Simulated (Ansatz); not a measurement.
Relaxation of AlClH₂O (5 atoms, charge 0, multiplicity 1), to a largest force component of 0.03 eV/Å in at most 50 steps.

Theory: RKS PBE0/def2-SVP in Ansatz 0.2.0.

```xyz
5
Properties=species:S:1:pos:R:3
Al 0.154 -0.094 0.126
H 0.627 -0.144 1.593
O 1.783 -0.399 -0.355
H 2.360 -0.484 0.410
Cl -1.590 0.169 -0.962
```

Task: Where does it end, and by what steps?

Result: The forces met the threshold. After 7 steps the energy has fallen by 0.688 eV; H2 moved furthest, 0.62 Å.

```csv
step,energy less start (eV),largest force component (eV/Å),accepted
0,0.0000,1.705,yes
1,-0.3964,0.971,yes
2,-0.5810,0.388,yes
3,-0.6317,0.630,yes
4,-0.6769,0.515,yes
5,-0.6786,1.011,yes
6,-0.6877,0.092,yes
7,-0.6881,0.018,yes
```

```xyz
5
Properties=species:S:1:pos:R:3
Al 0.269 -0.116 0.325
H 0.091 -0.039 1.887
O 1.753 -0.398 -0.440
H 2.603 -0.536 -0.021
Cl -1.381 0.137 -0.939
```

Whether the end is a true minimum wasn't checked by a vibrational analysis.

The run took 14 s on 1 thread of Arm Neoverse V1, on a shared host, peak memory 0.12 GiB.
